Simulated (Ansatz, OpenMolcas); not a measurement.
Worked example: SiH3(CH3) → [SiH3]+ + CH3 + e⁻

Species: SiH3(CH3) (methylsilane), singlet; [SiH3]+ `[SiH3+]`, singlet; CH3 `[CH3]`, doublet. 

Shapes, held fixed at every level: PBE0-D4/def2-TZVP. Programs: Ansatz 0.2.0, OpenMolcas 26.06. A level may come from different programs for different species; with the same settings they agree closely. Electronic energies: no zero-point or thermal term.

At CCSD(T)/CBS estimate; 1 Eh = 27.2114 eV:

```
  species  energy (Eh)
SiH3(CH3)  -330.739164
  [SiH3]+  -290.511056
      CH3   -39.782177
```

Q: Work out ΔE of the reaction at this level.

A: 
1. Products less reactants: (-290.511056) + (-39.782177) − [(-330.739164)] = 0.445931 Eh = +12.13 eV.

Other levels give +10.50 (HF/def2-SVP) to +12.05 eV (B3LYP-D4/def2-TZVPP). No measured value is set beside it here. Open shells run unrestricted unless RO is named. The CBS estimate extrapolates MP2 from def2-TZVPP and def2-QZVPP and adds CCSD(T) − MP2 in the triple-zeta set, cores frozen. The onset seen in experiment also holds zero-point changes and kinetic shifts.
